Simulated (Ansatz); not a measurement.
in.yaml

```yaml
crystal:
  periodic: [false, false, false]
  atoms:
    - {symbol: Al, position_ang: [0.000000, 0.000000, 2.058500]}
    - {symbol: Ga, position_ang: [0.000000, 0.000000, -0.249900]}
    - {symbol: H, position_ang: [0.000000, 0.000000, -1.808600]}
basis:
  gaussian: {orbitals: def2-SVP}
magnetization: {spin_polarized: false, initial_magnetization: 1}
correlation: {active_space: {window: {electrons: 3, orbitals: 2}, states: [{multiplicity: 2, weights: [0.5, 1]}], root: 1}}
output: {forces: true}
```

```sh
$ ansatz run in.yaml --threads 1 --pin off --events-out ev --progress --plain --max-ram 2393MiB
```

Output:

```
851 factors; integrals over basis functions are off by at most 1.5e-7 eV
mean field evaluation 1: about -58921.4069 eV, gradient 7.9e0 eV
mean field evaluation 2: about -58921.4152 eV, gradient 8.0e0 eV
mean field evaluation 4: about -58921.9421 eV, gradient 1.6e0 eV
mean field evaluation 8: about -58921.9641 eV, gradient 2.1e-1 eV
mean field evaluation 16: about -58916.4133 eV, gradient 1.5e1 eV
mean field evaluation 32: about -58918.5823 eV, gradient 6.9e-6 eV
mean field evaluation 64: about -58921.7995 eV, gradient 2.2e0 eV
mean field -58921.96574954 eV, -2165.3423025526 hartree, gradient 1.9e-6 eV, S^2 0.750000; 10 other end points of the search recorded, 0 dependent functions left out
reference -58921.96574954 eV, -2165.3423025526 hartree; 23, 22 occupied and 32, 33 virtual orbitals, 851 factors
state -58921.73760629 eV, -2165.3339184430 hartree
state -58920.61363936 eV, -2165.2926134201 hartree
the calculation of the forces begins
Total energy: -58920.61363936 eV, -2165.2926134201 hartree
Atom 0 at     0.000000     0.000000     2.058500 Å, force     0.000000    -0.000000     0.152744 eV/Å
Atom 1 at     0.000000     0.000000    -0.249900 Å, force     0.000000     0.000000    -0.223528 eV/Å
Atom 2 at     0.000000     0.000000    -1.808600 Å, force    -0.000000    -0.000000     0.070784 eV/Å
Dipole moment:     0.000000     0.000000     0.085522 e Å
```

Natural occupations, averaged over the states: 1.6667 1.3333.

Before any correction even the lowest state lies above the reference determinant, by 0.23 eV, so the averaged orbitals or the space serve it badly.

Forces (eV/Å):
```
Al   0.000  0.000  0.153
Ga   0.000  0.000 -0.224
H    0.000  0.000  0.071
```

Ran on 1 thread of Arm Neoverse V1, shared host: 5.5 s wall, 0.16 GiB peak host memory.
